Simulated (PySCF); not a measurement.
## Which proton of methyl bromide is most acidic?

Molecule: methyl bromide, `CBr` (CH3Br). Non-hydrogen atoms are numbered in `[CH3:1][Br:2]`.

These are calculated values, PBE0-D3(BJ)/ma-def2-TZVP in PySCF (grid level 2) at geometries from PBE0-D3(BJ)/ma-def2-SVP. Zero-point and thermal terms (298.15 K, 1 bar) come from unscaled PBE0-D3(BJ)/ma-def2-SVP harmonic frequencies, with soft modes damped to free rotors in the entropy.

```tsv
site	product	ΔH(acid) / kcal/mol	ΔG(acid) / kcal/mol
C1 (methyl carbon)	[CH2-]Br	393.9	385.5
```

ΔH and ΔG refer to AH → A⁻ + H⁺ in the gas phase. Sites whose products fell apart, merged with another or lost in a GFN2-xTB screen aren't listed.

In DMF the product from C1 is solvated 57.6 kcal/mol more strongly than the parent (electrostatics only).

Vertical detachment energies of the anions: `[CH2-]Br` 1.64 eV.

Measured values (NIST Chemistry WebBook, evaluated or the median of agreeing entries): deprotonation enthalpy (ΔH) 1652 kJ/mol (computed 1648, difference -3); gas-phase acidity (ΔG) 1622 kJ/mol (computed 1613, difference -10).

Known limits: atoms from Ga to Kr are treated without relativity.

Differences come from unrounded values, so a last digit can differ from that of the printed terms.
